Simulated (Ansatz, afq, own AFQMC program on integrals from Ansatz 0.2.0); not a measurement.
# Br⁺, triplet in cc-pVQZ, levels against CCSDT(Q)

A free Br cation.

Basis cc-pVQZ. Noble-gas cores (and the filled d shells of Ga–Kr and In–Xe) are frozen. Integrals, coupled cluster, full CI and functionals: Ansatz 0.2.0; the random walks run on the same integrals in our own AFQMC program. ph-AFQMC/CISD is guided by a CISD state made of CCSD amplitudes; releasing the constraint for a short imaginary time cuts its bias at the price of noise, slowly where states lie close. Free projection: walkers drawn from exp(T), propagated without any constraint. Its projection time is finite, and what remains of the start isn't in its error. Error bars are statistical, one sigma. No spin–orbit coupling.

Determinant: UHF, the one that the program's search chose, which needn't be the lowest solution.

No full CI on the walks' own integrals is used here; CCSDT(Q) serves as the reference and is uncertain by about the last step of the cluster series.

Cautions: no relativity below Rb; no spin-orbit coupling; inner d shell frozen.

The T1 diagnostic is 0.0077, the weight of the determinant in the CISD state is 0.945 and the ⟨S²⟩ of the determinant is 2.010. The size of the correlated space is 6 electrons in 54 orbitals.

Reference: CCSDT(Q), correlation energy -3.757 eV. The released energy is read at 1.62 1/Eh, later times being too noisy (meV from the phaseless value at times in 1/Eh: -3.8 ± 1.1 at 0.24, -5.7 ± 0.7 at 0.51, -8.1 ± 0.7 at 0.99, -9.7 ± 1.0 at 1.62, -93 ± 82 at 2.40).

```
         level  E − E(reference) (mEh)  share of correlation (%)
            HF                  138.07                      0.00
           MP2                   23.27                     83.14
          CCSD                    4.72                     96.58
       CCSD(T)                    0.67                     99.52
         CCSDT                    0.10                     99.93
   ph-AFQMC/HF             2.45 ± 0.52                     98.23
 ph-AFQMC/CISD             0.34 ± 0.04                     99.75
released AFQMC            -0.02 ± 0.03                    100.01
    free AFQMC            -0.08 ± 0.05                    100.06
```

Free projections are given only where their last times agree within the noise and don't stop above the reference; a slow remainder of the start can still hide under it. A walk keeps the symmetry of its determinant, which the program's search chose and which needn't be the lowest solution, so a lower state of the same spin and another symmetry isn't excluded. Released energies are given only where the last usable release times agree within the noise; a slower fall can still hide under it.
